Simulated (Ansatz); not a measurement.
Rock-salt LiCl: TA phonon frequency at X by level of theory

No measured value is used here.

```
level (code)     value (cm⁻¹)  cell (Å³/atom)
---------------  ------------  --------------
LDA (Ansatz)              129           15.29
PBE (Ansatz)              127           17.08
r²SCAN (Ansatz)           [?]           16.70
```

### Question
What belongs in the gaps?

### Answer

- r²SCAN (Ansatz, an electronic-structure program), value (cm⁻¹): 133

Each level is taken at its own relaxed cell. Cutoffs differ between the levels. Ansatz's density-functional and Hartree–Fock values are scalar-relativistic unless marked +SOC, with PAW data made under PBE.
